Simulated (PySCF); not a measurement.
Gas-phase reaction: 3 SiH₂ClNH₂ + Cl₂ → SiCl₃NH₂ + 2 SiH₂Cl + 2 NH₃

Computed with PySCF and rigid-rotor harmonic-oscillator thermochemistry at 1 bar. † marks an energy on the PBE0/def2-TZVP geometry and frequencies; other levels use their own. MP2 and CCSD(T) freeze the core. 6-31G* has spherical d functions here. Open shells (unrestricted): SiH₂Cl (multiplicity 2); the rest are closed-shell singlets. B3LYP is the form with VWN-RPA correlation. SiH₂ClNH₂, SiCl₃NH₂, SiH₂Cl: computed as isolated molecules; such fragments, hydroxides, amides, oligomers or adducts are transient or little studied in the gas. MP2 isn't extrapolated to the basis-set limit. CCSD(T) isn't extrapolated to the basis-set limit.

```json
[
 {"level": "B3LYP/6-31G*", "ΔH°(298 K), kJ": "[?]"},
 {"level": "BLYP/def2-TZVP†", "ΔH°(298 K), kJ": "84"},
 {"level": "CCSD(T)/def2-SVP†", "ΔH°(298 K), kJ": "[?]"},
 {"level": "HF/6-31G*", "ΔH°(298 K), kJ": "17"},
 {"level": "M06-2X/def2-TZVP†", "ΔH°(298 K), kJ": "91"},
 {"level": "MP2/def2-TZVPP†", "ΔH°(298 K), kJ": "73"},
 {"level": "PBE/def2-TZVP†", "ΔH°(298 K), kJ": "73"},
 {"level": "PBE0/def2-QZVP†", "ΔH°(298 K), kJ": "[?]"},
 {"level": "PBE0/def2-SVP†", "ΔH°(298 K), kJ": "60"},
 {"level": "PBE0/def2-TZVP", "ΔH°(298 K), kJ": "[?]"},
 {"level": "r2SCAN/def2-TZVP†", "ΔH°(298 K), kJ": "59"}
]
```

Problem. What belongs in the gaps?

Solution. 
- B3LYP/6-31G*, ΔH°(298 K), kJ: 90
- CCSD(T)/def2-SVP†, ΔH°(298 K), kJ: 61
- PBE0/def2-QZVP†, ΔH°(298 K), kJ: 68
- PBE0/def2-TZVP, ΔH°(298 K), kJ: 70
